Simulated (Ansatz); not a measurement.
Reaction (SMILES): N#N (N2) → 2 N atom
B3LYP-D3(BJ)/def2-TZVP geometries, fixed; electronic energies without zero-point terms.
Largest species:
```xyz
2

N      0.0000     0.0000    -0.5454
N      0.0000     0.0000     0.5454
```
Charge 0, spin multiplicity 1.

Effect of the final integration grid (spheres per factor e of radius in core and valence, angular degree) at PBE0/cc-pVTZ with Ansatz (an electronic-structure program), against the last row, where the atomisation energy is 224.82 kcal/mol. Open shells are unrestricted. The default's grid is 13, 11, 36.

```tsv
setting	largest shift of a total energy (mEh)	shift of the atomisation energy (kcal/mol)
accuracy: medium (default)	0.000	0.000
final_grid: 4, 3, 11	-0.105	-0.145
final_grid: 6, 5, 17	-0.021	0.005
final_grid: 8, 7, 23	-0.001	0.000
final_grid: 10, 9, 29	-0.001	0.000
final_grid: 18, 15, 47	0.000	0.000
final_grid: 26, 22, 59	0.000	0.000
```

Within 0.02 kcal/mol in the atomisation energy: accuracy: medium (default); final_grid: 6, 5, 17; final_grid: 8, 7, 23; final_grid: 10, 9, 29; final_grid: 18, 15, 47. The largest shift is 0.105 mEh in a total energy and 0.145 kcal/mol in the difference.
